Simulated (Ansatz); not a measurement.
A made-up structure of MgH3SO (charge +1), closed shell:

O1  (-0.863, 0.093, -0.956)
S2  (0.870, -0.460, -0.887)
Mg3  (1.191, -0.089, 1.519)
H4  (-1.436, -0.631, -1.268)
H5  (-0.950, 0.851, -1.562)
H6  (1.619, -1.076, -1.840)
(Å)

It is relaxed with PBE-D4/def2-SVP and then PBE0-D4/def2-TZVP (Ansatz 0.2.0). Atoms count as bonded within 1.22 times the sum of their covalent radii (H–H: 0.88 Å). The end point is not checked to be a true minimum.

Question: Does its bonding change? (Judge from chemistry; the calculation decides.)

Answer: Computed: Yes. Formed: O1–Mg3; broken: O1–S2.

Where it ends: The first stage lowers the energy by 4.74 eV in 24 steps. It ends as MgH₃SO ([OH2][Mg][SH]), total charge +1:
O1  (-1.403, 0.340, -0.757)
S2  (2.428, -1.235, -1.550)
Mg3  (0.420, -0.393, -1.055)
H4  (-2.198, -0.162, -0.531)
H5  (-1.671, 1.268, -0.826)
H6  (2.853, -1.130, -0.275)
(Å)

Labels in which every atom is bracketed show which atoms are joined, not bond orders.

For scale, one of the runs: PBE0-D4/def2-TZVP relaxation, 118 basis functions, launched by `ansatz run in.yaml --threads 2 --pin off --events-out ev --progress --plain --max-ram 4352MiB`. Hardware: 2 CPU threads of an Arm Neoverse V1, shared host. Wall time about 14 s.
